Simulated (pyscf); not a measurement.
## Four-centre exchange: H₃C–ZnH + H₃C–OH → H₃C–O–Zn–CH₃ + H₂

Gas phase, singlet surface, charge 0. Bonds broken: Zn2–H6, O8–H12. Bonds formed: Zn2–O8, H6–H12. PySCF, gas phase, ωB97X-D3(BJ)/def2-SVP geometries.

Transition state (Å):

```xyz
12

C     -2.6550    -1.1361     0.4592
Zn    -1.4612     0.3901     0.6245
H     -2.4198    -1.7333    -0.4366
H     -3.7042    -0.8078     0.3801
H     -2.5811    -1.7987     1.3369
H     -1.1011     1.8310     1.8294
C      1.3503     1.0624    -0.1509
O      0.0180     1.4962    -0.0502
H      2.0038     1.8874    -0.4857
H      1.7477     0.6928     0.8172
H      1.4438     0.2427    -0.8864
H     -0.4351     1.9007     1.0800
```

One imaginary mode, 1184i cm⁻¹; descent along it reached the two sides named, in the forms told below.

| bond | change | reactant side (Å) | saddle | product side |
|---|---|---|---|---|
| Zn2–H6 | breaks | 1.571 | 1.912 | 3.5 |
| O8–H12 | breaks | 0.965 | 1.283 | 2.374 |
| Zn2–O8 | forms | 2.208 | 1.966 | 1.784 |
| H6–H12 | forms | 2.9 | 1.005 | 0.764 |

Electronic energies relative to the separated reactants (kJ/mol):

```json
[
 {"level": "ωB97X-D3(BJ)/def2-TZVP", "barrier": "67.0", "reaction energy": "-24.5", "reverse barrier": "91.6"},
 {"level": "PBE/def2-TZVP", "barrier": "57.6", "reaction energy": "-22.3", "reverse barrier": "79.8"},
 {"level": "r²SCAN/def2-TZVP", "barrier": "53.7", "reaction energy": "-28.4", "reverse barrier": "82.1"},
 {"level": "B3LYP-D3(BJ)/def2-TZVP", "barrier": "66.0", "reaction energy": "-25.4", "reverse barrier": "91.4"},
 {"level": "PBE0-D3(BJ)/def2-TZVP", "barrier": "61.6", "reaction energy": "-17.8", "reverse barrier": "79.4"},
 {"level": "M06-2X/def2-TZVP", "barrier": "55.9", "reaction energy": "-32.4", "reverse barrier": "88.3"},
 {"level": "ωB97M-D3(BJ)/def2-TZVP", "barrier": "73.7", "reaction energy": "-15.8", "reverse barrier": "89.5"},
 {"level": "HF/def2-TZVP", "barrier": "118.4", "reaction energy": "-6.4", "reverse barrier": "124.8"}
]
```

With ωB97M-D3(BJ)/def2-TZVP energies and thermal terms (ideal gas, 1 atm, RRHO with modes under 100 cm⁻¹ raised to 100, one conformer, R ln 2 for chiral ones without a mode under 150 cm⁻¹), in kJ/mol:

```tsv
T (K)	ΔH‡	ΔG‡	ΔH	ΔG
298	65.2	105.2	-25.7	-20.4
600	67.2	145.1	-20.4	-17.2
900	70.3	183.5	-16.8	-16.5
1200	73.8	220.7	-14.1	-16.8
```

On the reactant side the descent ends in an adduct with a O–Zn contact (not fully relaxed), 38.9 kJ/mol under the separated species and 106.0 kJ/mol under the saddle at ωB97X-D3(BJ)/def2-TZVP. What is counted as formed (O–Zn) is already present as a longer contact in the reactant adduct; forming that adduct is a step of its own. At the saddle there is also a short H–Zn contact that neither side keeps. One saddle was located; it need not be the lowest between these sides. Elements up to Kr have no core potential and no relativistic terms here.
